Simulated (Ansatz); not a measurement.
Chalcopyrite CuGaSe2, treated with r²SCAN (plane waves, PAW; Ansatz, a first-principles code).

Run with plane-wave cutoff 560 eV, 8×8×8 k mesh, Fermi–Dirac smearing 0.01 eV, no spin polarisation, scalar-relativistic PAW data made under PBE.

Shape and atoms are relaxed at each volume.

The direct gap at Γ against volume; x = 100 ln(V/21.819 Å³). One gap is withheld.

```csv
V (Å³/atom),x,gap (eV)
20.946,-4.08,0.756
21.383,-2.02,0.658
21.819,0.00,0.565
22.256,1.98,0.477
22.692,3.92,?
```

Q: Fit a straight line to the rows shown, give the volume deformation potential and predict the withheld gap.

A: Means of the 4 rows: x̄ = -1.030, ȳ = 0.6140 eV. Σ(x − x̄)(y − ȳ) = -0.9395 and Σ(x − x̄)² = 20.404, so the slope is -0.0460 eV per unit of x, and dE_g/d ln V = -4.6 eV. At x = 3.92: 0.6140 + (-0.0460) × (3.92 − (-1.030)) = 0.386 eV. The run gives 0.394 eV, 0.008 eV above the line, as the curve bends the same way over all rows.

Measured, for comparison: band gap 1.67 eV (temperature not stated, not corrected to a static lattice, direct or pseudo-direct at Γ; as tabulated in Ghosh et al. (2024), arXiv:2401.16805).

Spin–orbit coupling is not included.
